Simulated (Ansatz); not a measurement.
CH3FSi, SMILES F[C][SiH3], a composite energy at a relaxed geometry

Program: the Python package of Ansatz (0.2.0).

The script, `ch3fsi.py`:
```python
"""A composite energy for CH3FSi: DFT geometry, MP2 basis limit, coupled-cluster correction."""

import itertools
import logging
import sys

import ansatz as az
from ase import Atoms
from ase.data import atomic_numbers, covalent_radii
import numpy as np

logging.basicConfig(stream=sys.stdout, format="[%(levelname)s] %(message)s")
logger = logging.getLogger("ch3fsi")
logger.setLevel(logging.INFO)


def main() -> None:
    atoms = Atoms(["F", "C", "Si", "H", "H", "H"], positions=[
        [2.1278, 0.3762, 0.1339],
        [1.2227, -0.2602, -0.6933],
        [-0.4987, -0.067, 0.0028],
        [-0.5551, -0.6664, 1.3445],
        [-0.8347, 1.362, 0.0898],
        [-1.462, -0.7445, -0.8777],
    ])
    mol = az.Crystal.molecule_from_ase(atoms)

    calc = (
        mol.calculation()
        .basis(gaussian="def2-SVP")
        .functional("r2SCAN")
        .spin("collinear", total=2)
    )
    symbols = [site.symbol for site in mol.cartesian_sites]
    start = np.array([site.position_ang for site in mol.cartesian_sites], dtype=float)
    data = calc.relax(force_tolerance=0.01).run(threads=1, backend="cpu").report
    end = np.array(data["positions_ang"])
    # pairs closer than 1.2 times the sum of covalent radii, before or after
    radius = [covalent_radii[atomic_numbers[s]] for s in symbols]
    span = lambda where, i, j: np.linalg.norm(where[i] - where[j])
    bonded = [(i, j) for i, j in itertools.combinations(range(len(symbols)), 2) if min(span(start, i, j), span(end, i, j)) < 1.2 * (radius[i] + radius[j])]
    logger.info("pair        before    after (A)")
    for i, j in bonded:
        print(f"{symbols[i]}{i}-{symbols[j]}{j}".ljust(10), f"{span(start, i, j):8.4f} {span(end, i, j):8.4f}")

    minimum = az.Crystal.molecule()
    for symbol, place in zip(symbols, end):
        minimum = minimum.atom(symbol, place.tolist())
    at_minimum = minimum.calculation().spin("collinear", total=2)
    # MP2 extrapolated to the basis limit, plus the small-basis difference CCSD(T) - MP2
    level = lambda method, basis: at_minimum.basis(gaussian=basis).correlation(method).run(threads=1, backend="cpu").report
    small, large, cluster = level("mp2", "cc-pVDZ"), level("mp2", "cc-pVTZ"), level("ccsd_t", "cc-pVDZ")
    corr = lambda each: (each["free_energy_ev"] - each["reference_energy_ev"]) / 27.211386246
    mp2_limit = (27 * corr(large) - 8 * corr(small)) / 19
    pieces = {"HF / cc-pVTZ": large["reference_energy_ev"] / 27.211386246, "MP2 correlation, DZ-TZ limit": mp2_limit, "CCSD(T) - MP2 / cc-pVDZ": corr(cluster) - corr(small)}
    for name, value in pieces.items():
        logger.info(f"{name:32s} {value:14.6f} Ha")
    logger.info(f"{'sum':32s} {sum(pieces.values()):14.6f} Ha")
    print("T1 diagnostic", round(cluster["correlation"]["coupled_cluster"]["t1_diagnostic"], 4))


if __name__ == "__main__":
    main()
```

Output of `python ch3fsi.py`:
```text
[INFO] pair        before    after (A)
F0-C1        1.3815   1.3133
C1-Si2       1.8668   1.8536
Si2-H3       1.4706   1.4970
Si2-H4       1.4705   1.4970
Si2-H5       1.4705   1.4881
[INFO] HF / cc-pVTZ                        -427.945696 Ha
[INFO] MP2 correlation, DZ-TZ limit          -0.525449 Ha
[INFO] CCSD(T) - MP2 / cc-pVDZ               -0.048415 Ha
[INFO] sum                                 -428.519560 Ha
T1 diagnostic 0.019
```

What to keep in mind:
- Total energies depend on the basis set; only differences at equal settings carry meaning.
- The sum leaves out core correlation, relativity, the Hartree-Fock basis error and zero-point energy; a DZ-TZ extrapolation is rough.
- The run takes the species as open-shell (spin multiplicity 3), which needn't be its ground state.
- Inner cores stay frozen, so this is valence correlation.
- For Al to Cl the sets with a tight d function, cc-pV(X+d)Z, are usual.
- An extrapolation from small basis sets is rough.
- Timing: 27 s on 1 thread of AMD EPYC 9B14 (Zen 4), with other jobs on the host, peak memory 0.31 GiB.
